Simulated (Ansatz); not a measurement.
# BH3O: the cost of one run

Program: Ansatz 0.2.0. Level of theory: RKS BLYP-D4/def2-SVP. These are calculated values, not measurements.

### 1 The starting structure

Bond lengths: B1–H2 1.190 Å, B1–O3 1.410 Å, O3–H4 1.010 Å, B1–H5 1.190 Å. Angles: H2–B1–O3 120.0°, H2–B1–H5 120.0°, O3–B1–H5 120.0°, B1–O3–H4 109.5°.

Coordinates:

```xyz
5

B     0.0000    0.0000    0.0000
H     0.0000    0.0000    1.1900
O     1.2211    0.0000   -0.7050
H     1.5209   -0.9519   -0.8599
H    -1.0305    0.0000   -0.5950
```

### 2 Preparing the start

Contents of input.yaml:

```yaml
crystal:
  periodic: [false, false, false]
  atoms:
    - { symbol: B, position_ang: [0.0, 0.0, 0.0] }
    - { symbol: H, position_ang: [0.0, 0.0, 1.19] }
    - { symbol: O, position_ang: [1.2211, 0.0, -0.705] }
    - { symbol: H, position_ang: [1.5209, -0.9519, -0.8599] }
    - { symbol: H, position_ang: [-1.0305, 0.0, -0.595] }
basis:
  gaussian: { orbitals: def2-SVP }
hamiltonian:
  xc: blyp
  dispersion: d4
relax:
  f_tol: 0.02
  max_steps: 40
```

Command:

```bash
$ ansatz run input.yaml --threads 1 --pin off --max-ram 2048MiB --backend cpu --events-out ev --progress --plain --runs-dir out
```

**Question.** How long does this run take on 1 thread of AMD EPYC 7R43 (Zen 3), shared host, and how much memory does it need?

About 9.2 s, with a peak of 0.11 GiB.
